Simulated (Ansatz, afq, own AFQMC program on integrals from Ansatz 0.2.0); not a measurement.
Two steps: Ansatz 0.2.0 writes the Fock matrix and Cholesky factors of the valence space, and afq projects on them the lowest state that overlaps trial and start.

```yaml
crystal:
  periodic: [false, false, false]
  atoms:
    - {symbol: O, position_ang: [0.109985, 1.733872, 0.251713]}
    - {symbol: Al, position_ang: [0.009747, 0.153698, 0.022317]}
    - {symbol: Cl, position_ang: [-0.119742, -1.887580, -0.274020]}
basis:
  gaussian: {orbitals: def2-TZVP}
magnetization: {spin_polarized: false}
correlation: {method: ccsd_t, electrons: outside_noble_gas, hamiltonian_folder: ham}
```

```sh
$ ansatz run in.yaml --threads 1 --pin off --events-out ev --progress --plain --max-ram 24576MiB --backend cuda --devices 0, --max-vram 18GiB
```

Options of the walk:

```
--method phaseless --trial hf --walkers 4000 --populations 20 --least-time 40 --time-step 0.005 --steps-per-block 20 --equilibration-blocks 112 --max-blocks 4000 --target-error 0.0012000 --factor-cut 1e-05 --seed 1793 --taylor-order 6
```

Times are imaginary, in 1/Eh. The walk had a cap of 136 s. With eight or more populations the least sampling time is a fifth of least-time, and the error comes from their spread.

Log:

```
orbitals 94  electrons 8 8  factors 639 of 644
reference energy -776.37264742 Eh
CCSD correlation -0.50958236 Eh in 14 cycles, weight of the determinant in the CISD state 0.8288
energy of the start -776.372648 Eh
 block  time / (1/Eh)  mean weight  energy / Eh
     1     0.100  1.0029  -776.531910
     2     0.200  1.0045  -776.630751
     3     0.300  1.0040  -776.695991
     4     0.400  1.0034  -776.738758
     5     0.500  1.0027  -776.775259
     7     0.700  1.0010  -776.818314
     9     0.900  1.0011  -776.845739
    19     1.900  0.9997  -776.906604
    37     3.700  1.0002  -776.904769
    55     5.500  1.0004  -776.911669
    73     7.300  0.9996  -776.909495
    91     9.100  0.9999  -776.923763
   109    10.900  1.0002  -776.907241
   127    12.700  0.9994  -776.921620
   145    14.500  1.0006  -776.919687
   163    16.300  0.9999  -776.919958
   181    18.100  1.0007  -776.906359
   199    19.900  1.0000  -776.929896
   217    21.700  0.9995  -776.922722
   235    23.500  0.9997  -776.920287
   253    25.300  0.9998  -776.921553
   271    27.100  0.9999  -776.909303
   289    28.900  0.9998  -776.928552
   307    30.700  0.9996  -776.916297
   325    32.500  1.0002  -776.921458
   343    34.300  1.0003  -776.920480
   361    36.100  0.9998  -776.910027
   370    37.000  1.0004  -776.927790
error from the spread of 20 populations
energy -776.918466 +/- 0.001173 Eh
(rows thinned)
```

The run passed its tests (sampling time, drift between the halves within three errors, error under three times the target), which doesn't prove that it has relaxed.

Against this walk (error 31.9 meV) on the same determinant: CCSD(T) 301.4 meV higher, CCSDT(Q) 225.8 meV higher, a separate phaseless walk with a CISD trial and standard settings 249.2 ± 33.4 meV higher. The error is statistical and leaves out the bias of the constraint. CCSDT(Q) is the surest value here, so the walk's 226 meV below it is most likely the bias of the constraint with this trial, which can have either sign.

Cautions: constraint bias not in the error; higher spins were not checked; raised T1 diagnostic (T1 0.024, weight of the determinant 0.83, largest double 0.04).

The walk took 120 s on 1 × NVIDIA H100 80GB HBM3 with 2 threads of AMD EPYC 7R13 Processor (Zen 3), with other jobs on the host (the card was shared). The log's last line is the phaseless energy.

CCSDT and higher add their correlation energy to the determinant of the CCSD(T) run, since their own runs factorise the integrals more tightly (a shift of under 2 meV). A walk keeps the symmetry of its determinant, which the program's search chose and which needn't be the lowest solution, so a lower state of the same spin and another symmetry isn't excluded.
